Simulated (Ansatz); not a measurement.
Results of r²SCAN (Ansatz, a program for electronic structure, PAW) for rock-salt TiC.

Total energies, extrapolated to zero smearing (they compare only within this program, potentials and cutoff; free atoms with spin allowed, lowest state found):

| system | energy (eV/atom) |
|---|---|
| rock-salt TiC, relaxed | -1379.0085 |
| free Ti atom | -2499.7039 |
| free C atom | -244.0546 |

Problem. Work out the cohesive energy per atom.

Solution. E_coh = [1 × (-2499.7039) + 1 × (-244.0546)]/2 − (-1379.0085) = 7.13 eV/atom. The reference value is 7.16 eV/atom (measured, temperature not stated, as the source gives it; zero-point correction not stated; as tabulated in Vojvodic and Ruberto (2010), arXiv:1005.0508), a difference of -0.03 eV/atom.

The PAW data were made under PBE.
